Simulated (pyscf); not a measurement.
[Be–CH₃]• (SMILES [Be][CH3]) + H₃C–CH₃ (SMILES CC) -> H₃C–Be–CH₃ (SMILES [CH3][Be][CH3]) + CH₃• (SMILES [CH3]) (substitution at C; doublet surface; C–C broken, Be–C formed). Single points on ωB97X-D3(BJ)/def2-SVP structures (PySCF, gas phase). Energies in kJ/mol from the separated reactants.

```csv
level,barrier,reaction energy
ωB97X-D3(BJ)/def2-TZVP,183.3,+7.9
r²SCAN/def2-TZVP,?,+1.1
B3LYP-D3(BJ)/def2-TZVP,157.1,+1.8
PBE0-D3(BJ)/def2-TZVP,?,?
M06-2X/def2-TZVP,164.6,+3.9
HF/def2-TZVP,253.1,-2.1
```

### Question
Complete the blanks.

### Answer

- r²SCAN/def2-TZVP, barrier: 145.1
- PBE0-D3(BJ)/def2-TZVP, barrier: 159.3
- PBE0-D3(BJ)/def2-TZVP, reaction energy: +14.3

The functionals in the table span 38.2 kJ/mol in this barrier, from r²SCAN to ωB97X-D3(BJ). This is the saddle that the search found; another between the same sides may lie lower. The angle at the attacked C is 152°.
